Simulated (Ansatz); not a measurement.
Two isomers of C3H3NO: A = `C=C1N=C1O`, B = `c1cocn1`.

Calculated with Ansatz (gas phase, PBE0-D4/def2-TZVP geometries, no zero-point term in ΔE). CCSD(T)/CBS is the MP2 limit (def2-TZVPP, def2-QZVPP) plus CCSD(T) − MP2 in def2-TZVPP, frozen cores. DFT in def2-TZVPP. B3LYP here is the variant with VWN-RPA as its local correlation; programs differ in this. Each species was taken in one conformer, which may not be the lowest.

Task: Which is lower in electronic energy at CCSD(T)/CBS, and by how much? (Estimate.)

Result: Ansatz gave: B, by 50.8 kcal/mol.

Task: Give E(B) − E(A) in kcal/mol with PBE-D4, HF/def2-TZVPP, B3LYP, CCSD(T)/def2-TZVPP, PBE0-D4, CCSD(T)/def2-SVP, B3LYP-D4. (Best estimate.)

Result: Ansatz gave: PBE-D4 -47.4, HF/def2-TZVPP -48.5, B3LYP -48.0, CCSD(T)/def2-TZVPP -50.8, PBE0-D4 -49.3, CCSD(T)/def2-SVP -52.3, B3LYP-D4 -48.7. None reverses the order clearly.

Task: Does the order hold for the free energy at 298.15 K (harmonic terms from PBE0-D4)? (Best estimate.)

Result: The calculation gave: Yes: G(B) − G(A) = -47.9 kcal/mol, for one conformer each.

Largest T1 diagnostic: 0.014.

In def2-TZVPP, CCSD(T) changes the Hartree–Fock value by −2.4 kcal/mol (the triples alone add −0.5 kcal/mol) and MP2 by −3.7 kcal/mol. Leaving LDA and LC-ωPBE aside and taking each functional with its dispersion term where it has one, the values, not all of them listed here, spread over 4.7 kcal/mol, from PBE-QIDH to B97M-V. LDA lies −5.7 kcal/mol from PBE without D4.
